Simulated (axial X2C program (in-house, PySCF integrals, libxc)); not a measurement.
**Nuclear properties of P₂⁺**

Computed with an axial X2C code built on PySCF integrals: two-component X2C with atomic mean-field Coulomb and Gaunt terms, Gaussian nuclei, basis P dyall-v3z with contracted cores.

R = 1.976 Å (near the PBE0 minimum at charge 1 of the determinant lowest at the starting distance; the state shown can have its own minimum elsewhere).

Input and command:
```json
{"zs": [15, 15], "q": 1, "bas": ["dyall-v3z", "dyall-v3z"], "r0": 2.04, "levels": ["PBE0", "HF", "PBE50", "BHandHLYP", "r2SCAN"], "nst": 3}
```
```bash
python soeom.py task.json out
```

Keys: zs atomic numbers; q charge; bas basis sets; r0 starting distance in Å; levels methods; nst determinants followed.

Determinant lowest in the PBE0 search, Ω = 3/2 (⟨Sz⟩ = 0.50, ⟨Lz⟩ = 1.00 at PBE0), spin on the atoms P 0.25, P 0.25:

| level | A∥/gI P (MHz) | qzz P (a.u.) |
| --- | --- | --- |
| PBE0 | 92 | -2.17 |
| HF | 89.9 | -2.39 |
| PBE50 | 90.6 | -2.23 |
| BHandHLYP | 95.2 | -2.27 |
| r2SCAN | 103 | -2.14 |

Determinant 0.03 eV from it at PBE0 and this distance, Ω = 1/2 (⟨Sz⟩ = -0.50, ⟨Lz⟩ = 1.00 at PBE0), spin on the atoms P -0.25, P -0.25:

```csv
level,A∥/gI P (MHz),qzz P (a.u.)
PBE0,446,-2.17
HF,399,-2.39
PBE50,431,-2.23
BHandHLYP,429,-2.28
r2SCAN,409,-2.15
```

A∥ (defined per Ω) follows by multiplying with gI = μI/(I μN); qzz is the electric field gradient, eQq0 = 234.96 MHz × Q/barn × qzz. The operators were transformed with the bare-nucleus X2C matrices; with these basis sets, hyperfine constants and field gradients can be off by tens of per cent, and where levels differ in sign neither size nor sign is settled.

(1) With gI(31P) = 2.2632 (g factors from the IAEA table of nuclear moments by Stone), turn the PBE0 values of the first state into constants in MHz.

Each state is one determinant with collinear spin. Unrestricted Hartree–Fock can overshoot spin polarisation at the nuclei. The search compared states at one distance, so a state with another bond length can lie lower. Further determinants of the search, some of them spin-mixed, are not shown. PBE0 term energies can be off by some tenths of an eV.

Results:

(1) A∥(31P) = 92 × 2.2632 = 208 MHz.
